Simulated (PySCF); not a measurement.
pentane: calculation and literature

Geometry (Å), atoms numbered from 1 in this order:
```xyz
17

C    -2.5451   -0.2703    0.3086
C    -1.2389    0.4288    0.6500
C    -0.0157   -0.2357    0.0336
C     1.2977    0.4572    0.3699
C     2.5129   -0.2139   -0.2497
H    -3.4095    0.2330    0.7678
H    -2.7133   -0.2929   -0.7803
H    -2.5430   -1.3147    0.6605
H    -1.2837    1.4816    0.3185
H    -1.1145    0.4681    1.7469
H     0.0325   -1.2897    0.3644
H    -0.1364   -0.2754   -1.0649
H     1.2461    1.5099    0.0391
H     1.4146    0.4966    1.4676
H     2.4401   -0.2356   -1.3491
H     3.4452    0.3098    0.0111
H     2.6107   -1.2570    0.0921
```

The experiment to reproduce: δ 13C C3 34.9; C2/C4 23.0; C1/C5 14.2; δ 1H H6/H7/H8/H15/H16/H17 0.89 ppm (measured; solution, THF-d8, 298 K; Fulmer et al., Organometallics 2010, 29, 2176).
δ 13C C3 34.2; C2/C4 22.4; C1/C5 14.1; δ 1H H6/H7/H8/H15/H16/H17 0.88 ppm (measured; solution, CDCl3, 298 K; Fulmer et al., Organometallics 2010, 29, 2176).
δ 13C C3 34.3; C2/C4 22.5; C1/C5 14.1 ppm (measured; solution, C6D5Cl, 298 K; Fulmer et al., Organometallics 2010, 29, 2176).
δ 13C C3 34.6; C2/C4 22.8; C1/C5 14.2; δ 1H H6/H7/H8/H15/H16/H17 0.89 ppm (measured; solution, CD2Cl2, 298 K; Fulmer et al., Organometallics 2010, 29, 2176).
δ 13C C3 34.8; C2/C4 23.0; C1/C5 14.3; δ 1H H6/H7/H8/H15/H16/H17 0.88 ppm (measured; solution, acetone-d6, 298 K; Fulmer et al., Organometallics 2010, 29, 2176).
δ 13C C3 35.8; C2/C4 23.8; C1/C5 14.5; δ 1H H6/H7/H8/H15/H16/H17 0.90 ppm (measured; solution, TFE-d3, 298 K; Fulmer et al., Organometallics 2010, 29, 2176).

Level of theory: geometry: PBE0-D3(BJ)/def2-SVP, shielding tensors at B97-2/pcSseg-2 (GIAO), in PySCF (one computed conformer, equivalent nuclei averaged, no solvent, relativity neglected).

Task: How close does the calculation come?

Result: 
Reference values: measured (solution, THF-d8, 298 K; Fulmer et al., Organometallics 2010, 29, 2176).
```tsv
atoms	quantity	reference	computed	computed, scaled
C3	δ 13C	34.9	40.3	36.3
C2/C4	δ 13C	23.0	29.3	25.6
C1/C5	δ 13C	14.2	17.6	14.2
H6/H7/H8/H15/H16/H17	δ 1H	0.89	0.96	–
```

Reference values: measured (solution, CDCl3, 298 K; Fulmer et al., Organometallics 2010, 29, 2176).
```json
{"atoms": "C3", "quantity": "δ 13C", "reference": "34.2", "computed": "40.3", "computed, scaled": "36.3"}
{"atoms": "C2/C4", "quantity": "δ 13C", "reference": "22.4", "computed": "29.3", "computed, scaled": "25.6"}
{"atoms": "C1/C5", "quantity": "δ 13C", "reference": "14.1", "computed": "17.6", "computed, scaled": "14.2"}
{"atoms": "H6/H7/H8/H15/H16/H17", "quantity": "δ 1H", "reference": "0.88", "computed": "0.96", "computed, scaled": "–"}
```

Reference values: measured (solution, C6D5Cl, 298 K; Fulmer et al., Organometallics 2010, 29, 2176).
| atoms | quantity | reference | computed | computed, scaled |
| --- | --- | --- | --- | --- |
| C3 | δ 13C | 34.3 | 40.3 | 36.3 |
| C2/C4 | δ 13C | 22.5 | 29.3 | 25.6 |
| C1/C5 | δ 13C | 14.1 | 17.6 | 14.2 |

Reference values: measured (solution, CD2Cl2, 298 K; Fulmer et al., Organometallics 2010, 29, 2176).
```json
{"atoms": "C3", "quantity": "δ 13C", "reference": "34.6", "computed": "40.3", "computed, scaled": "36.3"}
{"atoms": "C2/C4", "quantity": "δ 13C", "reference": "22.8", "computed": "29.3", "computed, scaled": "25.6"}
{"atoms": "C1/C5", "quantity": "δ 13C", "reference": "14.2", "computed": "17.6", "computed, scaled": "14.2"}
{"atoms": "H6/H7/H8/H15/H16/H17", "quantity": "δ 1H", "reference": "0.89", "computed": "0.96", "computed, scaled": "–"}
```

Reference values: measured (solution, acetone-d6, 298 K; Fulmer et al., Organometallics 2010, 29, 2176).
```
               atoms  quantity  reference  computed  computed, scaled
                  C3     δ 13C       34.8      40.3              36.3
               C2/C4     δ 13C       23.0      29.3              25.6
               C1/C5     δ 13C       14.3      17.6              14.2
H6/H7/H8/H15/H16/H17      δ 1H       0.88      0.96                 –
```

Reference values: measured (solution, TFE-d3, 298 K; Fulmer et al., Organometallics 2010, 29, 2176).
| atoms | quantity | reference | computed | computed, scaled |
| --- | --- | --- | --- | --- |
| C3 | δ 13C | 35.8 | 40.3 | 36.3 |
| C2/C4 | δ 13C | 23.8 | 29.3 | 25.6 |
| C1/C5 | δ 13C | 14.5 | 17.6 | 14.2 |
| H6/H7/H8/H15/H16/H17 | δ 1H | 0.90 | 0.96 | – |

Computed shifts are σ(ref) − σ with the named reference compound (TMS for H and C) calculated as an isolated molecule at the same level. The measured values may be among those fitted. Empirical linear scaling, fitted to shifts measured mostly in CDCl3 for H and C (δ vs TMS): 13C (scatter 2.1 ppm rms). Occasional misses reach two or three times the rms, and more in compound classes unlike the fitted ones.

Task: How far are the unscaled 13C shifts from the references?

Result: Mean signed difference +5.09 ppm, mean absolute 5.09 ppm over 18 comparisons; the largest is +6.9 ppm at C2/C4 (sp3 CH2).

Task: How far are the unscaled 1H shifts from the references?

Result: Mean signed difference +0.07 ppm, mean absolute 0.07 ppm over 5 comparisons; the largest is +0.08 ppm at H6/H7/H8/H15/H16/H17 (hydrogen on a methyl carbon).

23 of the 55 published NMR values on file for this molecule are compared. The rest: values from further sources, protons in aromatic solvents, values whose atom or origin is in doubt.
